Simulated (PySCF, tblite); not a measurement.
# borane (BH₃): dynamics, then NMR shifts and electronic excitations on frames, part 2 of 2

tblite 0.8.0 and PySCF 2.14.0. Atoms count from 0.

## Step 8: Ultraviolet spectrum: 625 fs, PBE0/def2-SVPD

Job settings and geometry (Å):

```
{"job": {"kind": "uv", "xc": "PBE0", "basis": "def2-SVPD", "nstates": 5, "ntriplets": 0}, "charge": 0, "multiplicity": 1}
B     -1.262700    -2.093200     0.796000
H     -1.321700    -3.092200     1.449600
H     -0.323100    -1.378000     0.709400
H     -2.214600    -1.672300     0.157000
```

Method: TDDFT PBE0/def2-SVPD, vertical, gas phase, core orbitals frozen in the response.

Output:

```text
coarse grid: 2952 points
cycle   1  E = -26.5268654016  dE = -2.432e-01  |g| = 7.424e-02  |ddm| = 1.607e+00
cycle   2  E = -26.5290486390  dE = -2.183e-03  |g| = 1.643e-02  |ddm| = 2.313e-01
cycle   3  E = -26.5291481658  dE = -9.953e-05  |g| = 7.239e-03  |ddm| = 2.913e-02
cycle   4  E = -26.5291679571  dE = -1.979e-05  |g| = 5.885e-04  |ddm| = 1.511e-02
cycle   5  E = -26.5291680856  dE = -1.286e-07  |g| = 1.058e-04  |ddm| = 1.129e-03
final grid: 27328 points
cycle   6  E = -26.5348827951  dE = -8.426e-06  |g| = 1.754e-03  |ddm| = 1.787e-02
cycle   7  E = -26.5348834880  dE = -6.929e-07  |g| = 1.079e-03  |ddm| = 4.793e-03
cycle   8  E = -26.5348839172  dE = -4.292e-07  |g| = 1.814e-05  |ddm| = 1.800e-03
cycle   9  E = -26.5348839174  dE = -1.398e-10  |g| = 2.999e-06  |ddm| = 4.693e-05
converged SCF energy = -26.5348839174

Static polarisability (au): isotropic 17.711, principal 14.628 19.020 19.484

Singlet excitations
state   eV       nm        f      main configurations
  1   5.5106    225.0   0.00001   H->L 1.00
  2   6.1292    202.3   0.00010   H-1->L 1.00
  3   9.2446    134.1   0.12314   H->L+1 1.00
  4   9.8650    125.7   0.13216   H-1->L+1 1.00
  5  11.1643    111.1   0.01433   H->L+3 0.77, H-1->L+2 0.12, H->L+2 0.10
```

Wall time 0.48 s (1 thread of Arm Neoverse V1, shared host); peak memory 0.24 GiB.

In short: HOMO -9.59 eV, LUMO -1.94 eV; lowest singlet 5.51 eV.

## Step 9: Nuclear shieldings: 800 fs, PBE0/pcSseg-1

Job settings and geometry (Å):

```
{"job": {"kind": "nmr", "xc": "PBE0", "basis": "pcSseg-1", "pop": false}, "charge": 0, "multiplicity": 1}
B     -0.428600    -1.371400     0.523200
H     -0.933600    -1.548000    -0.550400
H     -0.671800    -2.129500     1.473000
H      0.550600    -0.678500     0.529500
```

Level: GIAO PBE0/pcSseg-1 NMR shielding, non-relativistic, gas phase.

Output:

```text
coarse grid: 2952 points
cycle   1  E = -26.5409346962  dE = -2.468e-01  |g| = 7.580e-02  |ddm| = 1.366e+00
cycle   2  E = -26.5432126963  dE = -2.278e-03  |g| = 2.226e-02  |ddm| = 1.287e-01
cycle   3  E = -26.5433811158  dE = -1.684e-04  |g| = 7.399e-03  |ddm| = 2.787e-02
cycle   4  E = -26.5434002672  dE = -1.915e-05  |g| = 1.023e-03  |ddm| = 7.913e-03
cycle   5  E = -26.5434006145  dE = -3.472e-07  |g| = 1.238e-04  |ddm| = 1.174e-03
final grid: 27328 points
cycle   6  E = -26.5491018600  dE = -8.152e-06  |g| = 1.844e-03  |ddm| = 6.956e-03
cycle   7  E = -26.5491025418  dE = -6.817e-07  |g| = 1.184e-03  |ddm| = 2.810e-03
cycle   8  E = -26.5491030374  dE = -4.956e-07  |g| = 2.217e-05  |ddm| = 1.150e-03
cycle   9  E = -26.5491030376  dE = -1.855e-10  |g| = 4.528e-06  |ddm| = 3.334e-05
converged SCF energy = -26.5491030376

GIAO shielding tensors (ppm)
atom      isotropic    diamagn.    paramagn.     s11        s22        s33       span
  0 B        4.027     194.048    -190.021    -70.351    -59.581    142.013    212.363
  1 H       22.919      28.924      -6.005     14.149     25.967     28.642     14.493
  2 H       22.651      27.956      -5.305     14.413     25.522     28.018     13.605
  3 H       22.930      29.162      -6.233     14.182     25.964     28.642     14.460
```

Wall time 0.36 s (1 thread of Arm Neoverse V1, shared host); peak memory 0.24 GiB.

Key values: δ B0 96.0, H2 9.07, H1 8.80 ppm.

## Step 10: Ultraviolet spectrum: 800 fs, PBE0/def2-SVPD

Job settings and geometry (Å):

```
{"job": {"kind": "uv", "xc": "PBE0", "basis": "def2-SVPD", "nstates": 5, "ntriplets": 0}, "charge": 0, "multiplicity": 1}
B     -0.428600    -1.371400     0.523200
H     -0.933600    -1.548000    -0.550400
H     -0.671800    -2.129500     1.473000
H      0.550600    -0.678500     0.529500
```

Method: TDDFT PBE0/def2-SVPD, vertical, gas phase, core orbitals frozen in the response.

Output:

```text
coarse grid: 2952 points
cycle   1  E = -26.5247361673  dE = -2.512e-01  |g| = 7.728e-02  |ddm| = 1.586e+00
cycle   2  E = -26.5270623203  dE = -2.326e-03  |g| = 1.736e-02  |ddm| = 2.170e-01
cycle   3  E = -26.5271831666  dE = -1.208e-04  |g| = 5.811e-03  |ddm| = 2.464e-02
cycle   4  E = -26.5271959521  dE = -1.279e-05  |g| = 8.511e-04  |ddm| = 1.205e-02
cycle   5  E = -26.5271962054  dE = -2.533e-07  |g| = 1.890e-04  |ddm| = 1.320e-03
final grid: 27328 points
cycle   6  E = -26.5329010237  dE = -7.328e-06  |g| = 1.672e-03  |ddm| = 1.830e-02
cycle   7  E = -26.5329016465  dE = -6.228e-07  |g| = 1.049e-03  |ddm| = 4.457e-03
cycle   8  E = -26.5329020562  dE = -4.097e-07  |g| = 1.797e-05  |ddm| = 1.730e-03
cycle   9  E = -26.5329020564  dE = -1.411e-10  |g| = 4.165e-06  |ddm| = 4.716e-05
converged SCF energy = -26.5329020564

Static polarisability (au): isotropic 18.019, principal 14.901 19.261 19.896

Singlet excitations
state   eV       nm        f      main configurations
  1   5.6233    220.5   0.00000   H->L 1.00
  2   5.7398    216.0   0.00021   H-1->L 1.00
  3   9.4398    131.3   0.12240   H->L+1 1.00
  4   9.5440    129.9   0.13592   H-1->L+1 1.00
  5  11.0457    112.2   0.10363   H-2->L 0.87
```

Wall time 0.5 s (1 thread of Arm Neoverse V1, shared host); peak memory 0.24 GiB.

In short: HOMO -9.79 eV, LUMO -2.03 eV; lowest singlet 5.62 eV.

## Step 11: Nuclear shieldings: 1000 fs, PBE0/pcSseg-1

Job settings and geometry (Å):

```
{"job": {"kind": "nmr", "xc": "PBE0", "basis": "pcSseg-1", "pop": false}, "charge": 0, "multiplicity": 1}
B     -1.069600    -1.076200     0.819100
H     -1.891900    -0.595700     0.041800
H     -1.192600    -2.056300     1.404900
H     -0.036100    -0.457500     0.811300
```

Method: GIAO PBE0/pcSseg-1 NMR shielding, non-relativistic, gas phase.

Output:

```text
coarse grid: 2952 points
cycle   1  E = -26.5419264790  dE = -2.325e-01  |g| = 7.482e-02  |ddm| = 1.377e+00
cycle   2  E = -26.5441782507  dE = -2.252e-03  |g| = 2.535e-02  |ddm| = 1.396e-01
cycle   3  E = -26.5443999056  dE = -2.217e-04  |g| = 8.438e-03  |ddm| = 3.386e-02
cycle   4  E = -26.5444248958  dE = -2.499e-05  |g| = 5.621e-04  |ddm| = 8.557e-03
cycle   5  E = -26.5444250152  dE = -1.195e-07  |g| = 1.034e-04  |ddm| = 8.864e-04
final grid: 27328 points
cycle   6  E = -26.5499158133  dE = -9.680e-06  |g| = 2.040e-03  |ddm| = 7.833e-03
cycle   7  E = -26.5499166574  dE = -8.440e-07  |g| = 1.286e-03  |ddm| = 3.079e-03
cycle   8  E = -26.5499172364  dE = -5.790e-07  |g| = 2.230e-05  |ddm| = 1.243e-03
cycle   9  E = -26.5499172366  dE = -1.816e-10  |g| = 3.040e-06  |ddm| = 3.025e-05
converged SCF energy = -26.5499172366

GIAO shielding tensors (ppm)
atom      isotropic    diamagn.    paramagn.     s11        s22        s33       span
  0 B        5.731     196.219    -190.488    -73.309    -54.177    144.680    217.989
  1 H       22.858      28.715      -5.857     14.620     25.798     28.157     13.538
  2 H       22.820      30.074      -7.254     12.212     26.683     29.565     17.352
  3 H       23.101      29.595      -6.494     14.680     26.032     28.591     13.911
```

Wall time 0.35 s (1 thread of Arm Neoverse V1, shared host); peak memory 0.24 GiB.

Key values: δ B0 94.3, H2 8.90, H1 8.86 ppm.

## Step 12: Excited states and response: 1000 fs, PBE0/def2-SVPD

Job settings and geometry (Å):

```
{"job": {"kind": "uv", "xc": "PBE0", "basis": "def2-SVPD", "nstates": 5, "ntriplets": 0}, "charge": 0, "multiplicity": 1}
B     -1.069600    -1.076200     0.819100
H     -1.891900    -0.595700     0.041800
H     -1.192600    -2.056300     1.404900
H     -0.036100    -0.457500     0.811300
```

Method: TDDFT PBE0/def2-SVPD, vertical, gas phase, core orbitals frozen in the response.

Output:

```text
coarse grid: 2952 points
cycle   1  E = -26.5254105722  dE = -2.366e-01  |g| = 7.544e-02  |ddm| = 1.626e+00
cycle   2  E = -26.5276512198  dE = -2.241e-03  |g| = 1.784e-02  |ddm| = 2.398e-01
cycle   3  E = -26.5277681486  dE = -1.169e-04  |g| = 7.537e-03  |ddm| = 3.151e-02
cycle   4  E = -26.5277894430  dE = -2.129e-05  |g| = 5.985e-04  |ddm| = 1.596e-02
cycle   5  E = -26.5277895761  dE = -1.330e-07  |g| = 1.179e-04  |ddm| = 1.123e-03
final grid: 27328 points
cycle   6  E = -26.5332773441  dE = -8.442e-06  |g| = 1.821e-03  |ddm| = 1.829e-02
cycle   7  E = -26.5332780931  dE = -7.489e-07  |g| = 1.121e-03  |ddm| = 5.052e-03
cycle   8  E = -26.5332785560  dE = -4.629e-07  |g| = 1.777e-05  |ddm| = 1.895e-03
cycle   9  E = -26.5332785561  dE = -1.318e-10  |g| = 2.999e-06  |ddm| = 4.689e-05
converged SCF energy = -26.5332785561

Static polarisability (au): isotropic 17.583, principal 14.558 18.814 19.376

Singlet excitations
state   eV       nm        f      main configurations
  1   5.4535    227.3   0.00005   H->L 1.00
  2   6.2101    199.6   0.00006   H-1->L 1.00
  3   9.1865    135.0   0.12573   H->L+1 1.00
  4   9.9583    124.5   0.12589   H-1->L+1 1.00
  5  11.1925    110.8   0.03801   H->L+3 0.56, H->L+2 0.21, H-2->L 0.11
```

Run time: 0.49 s. Hardware: 1 thread of Arm Neoverse V1, shared host; peak memory 0.24 GiB.

Key values: HOMO -9.53 eV, LUMO -1.95 eV; lowest singlet 5.45 eV.

## Step 13: Side by side: NMR shifts

Shifts (ppm), with basis size and wall time:

| frame | H3 | H1 | H2 | B0 | functions | time |
| --- | --- | --- | --- | --- | --- | --- |
| 250 fs | 9.01 | 8.66 | 8.33 | 94.5 | 32 | 0.66 s |
| 425 fs | 8.47 | 8.27 | 7.88 | 93.3 | 32 | 0.36 s |
| 625 fs | 8.68 | 9.02 | 8.74 | 94.1 | 32 | 0.35 s |
| 800 fs | 8.79 | 8.80 | 9.07 | 96.0 | 32 | 0.36 s |
| 1000 fs | 8.62 | 8.86 | 8.90 | 94.3 | 32 | 0.35 s |

## Step 14: Comparing the runs: electronic excitations

Excitations and ground-state properties, with basis size and wall time:

| frame | lowest singlet (eV) | brightest (eV) | f | gap (eV) | α (Å³) | μ (D) | functions | time |
| --- | --- | --- | --- | --- | --- | --- | --- | --- |
| 250 fs | 5.63 | 9.86 | 0.131 | 7.79 | 2.53 | 0.12 | 44 | 0.52 s |
| 425 fs | 5.85 | 10.03 | 0.114 | 8.02 | 2.36 | 0.07 | 44 | 0.49 s |
| 625 fs | 5.51 | 9.87 | 0.132 | 7.65 | 2.62 | 0.09 | 44 | 0.48 s |
| 800 fs | 5.62 | 9.54 | 0.136 | 7.75 | 2.67 | 0.25 | 44 | 0.5 s |
| 1000 fs | 5.45 | 9.96 | 0.126 | 7.58 | 2.61 | 0.16 | 44 | 0.49 s |

## Step 15: What came out

This closing draws on all 2 parts.

| quantity | value |
| --- | --- |
| thermostat | 300 K |
| mean temperature, second half | 288 K |
| mean potential energy above the minimum | 0.11 eV |
| ¹H shifts against TMS (PBE0/pcSseg-1, 250 fs) | 9.01, 8.66, 8.33 ppm |
| ¹¹B shifts against BF3·OEt2 (PBE0/pcSseg-1, 250 fs) | 94.5 ppm |
| lowest singlet (PBE0/def2-SVPD, 250 fs) | 5.63 eV (220 nm), f = 0.000 |
| brightest single state of those computed | state 4, 9.86 eV, f = 0.131 |
| range of the shift of B0 | 93.3 to 96.0 ppm |
| range of the lowest singlet | 5.45 to 5.85 eV |

What this shows: In the second half the potential energy averages 0.11 eV above the minimum; equipartition over 6 harmonic modes at 300 K would give 0.08 eV. With 4 atoms the temperature swings widely (95 to 462 K). Shifts at one fixed geometry are not the observed spectrum, which averages over the motion. In the first frame run (250 fs): The widest tensor belongs to B0: span 227 ppm, with a paramagnetic part of -187 ppm. The first singlet state (HOMO→LUMO 1.00) lies at 5.63 eV and is dark; of the 5 states computed, the strongest absorption comes from state 4 at 9.86 eV. States above −ε(HOMO) lie where TDDFT describes them poorly and they hang on the basis; the brightest is among them. In ppm, B0 moves most: its shift spreads over 2.8 ppm, from 93.3 (425 fs) to 96.0 (800 fs). The lowest singlet runs from 5.45 eV (1000 fs) to 5.85 eV (425 fs), while the orbital gap spans 7.58 to 8.02 eV. The lowest state need not be the same one in every run.
